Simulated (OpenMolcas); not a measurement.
## Exact exchange and the vertical energy of the triplet above the singlet of [NO2]+

[NO2]+ has 3 atoms, charge +1, and is taken as a singlet. SMILES: `O=[N+]=O`. Geometry: relaxed at PBE0-D4/def2-TZVP.

The vertical energy of the triplet above the singlet y, in eV, basis def2-TZVPPD; a is the functional's share of exact exchange. Programs: OpenMolcas 26.06.

| functional | program | a | y (eV) |
| --- | --- | --- | --- |
| r2SCAN | OpenMolcas | 0 | 6.30 |
| TPSS | OpenMolcas | 0 | 6.37 |
| B3LYP | OpenMolcas | 0.2 | ? |
| PBE0 | OpenMolcas | 0.25 | 6.13 |
| BHLYP | OpenMolcas | 0.5 | 5.63 |

**Question.** Fit y = c + s·a to the known rows and predict B3LYP.

**Answer.** 
1. Means of the 4 rows: a = 0.1875, y = 6.107.
2. Σ(Δa)² = 0.17188, Σ(Δa·Δy) = -0.23313, so the slope is -0.23313/0.17188 = -1.3564.
3. Intercept: 6.107 − (-1.3564) × 0.1875 = 6.361. The largest residual of the fit is 0.11.
4. B3LYP: 6.361 + (-1.3564) × 0.2 = 6.09 eV.

The run gave 6.17 eV, so the prediction is off by -0.08 eV, within the scatter of the fit. Exact exchange favours the state with more unpaired electrons.
